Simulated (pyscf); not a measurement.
water (H₂O) + HO–GeH₃ -> HO–GeH₃ + water (H₂O) (four-centre exchange; singlet surface; H–O, Ge–O broken, Ge–O, H–O formed). PySCF, gas phase, ωB97X-D3(BJ)/def2-SVP geometries. Energies in kJ/mol from the separated reactants.

```tsv
level	barrier	reaction energy
ωB97X-D3(BJ)/def2-TZVP	93.7	0.0
PBE/def2-TZVP	___	0.0
B3LYP-D3(BJ)/def2-TZVP	___	0.0
PBE0-D3(BJ)/def2-TZVP	84.6	0.0
M06-2X/def2-TZVP	86.5	0.0
HF/def2-TZVP	161.2	0.0
```

Problem. What belongs in the gaps?

Solution. 
- PBE/def2-TZVP, barrier: 74.2
- B3LYP-D3(BJ)/def2-TZVP, barrier: 91.6

The functionals in the table span 19.6 kJ/mol in this barrier, from PBE to ωB97X-D3(BJ)/def2-TZVP. On the reactant side the descent ends in a complex, 25.7 kJ/mol under the separated species and 119.5 kJ/mol under the saddle at ωB97X-D3(BJ)/def2-TZVP. On the product side the descent ends in a complex (not fully relaxed), 25.7 kJ/mol under the separated species and 119.5 kJ/mol under the saddle at ωB97X-D3(BJ)/def2-TZVP. This is the saddle that the search found; another between the same sides may lie lower. Elements up to Kr have no core potential and no relativistic terms here.
